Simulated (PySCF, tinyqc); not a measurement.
Inside a calculation. Method: RHF in the sto-3g basis, for OH-, spin multiplicity 1. The basis has no diffuse functions, so it cannot describe the extra electron: this is an exercise in the method, not the real anion. The lowest restricted solution is unstable here: a spin-polarised one lies 0.0144 hartree lower (PySCF). One step of it, computed by the program tinyqc.

Question. Iteration 4: DIIS coefficients. Solve [B -1; -1 0][c; lambda] = [0; -1] for the coefficients, which sum to one.

B (overlaps of the stored error matrices):
$$\begin{pmatrix}
1.6579179e-01 & -2.0379852e-03 & -2.3920645e-03 & 1.0959848e-04 \\
-2.0379852e-03 & 3.4225313e-01 & 4.7147529e-01 & 5.5117522e-03 \\
-2.3920645e-03 & 4.7147529e-01 & 6.6372524e-01 & -3.2801696e-03 \\
1.0959848e-04 & 5.5117522e-03 & -3.2801696e-03 & 4.5107714e-02
\end{pmatrix}$$

Give: DIIS coefficients.

Answer.

DIIS coefficients: [0.1886, 0.6072, -0.3810, 0.5852]
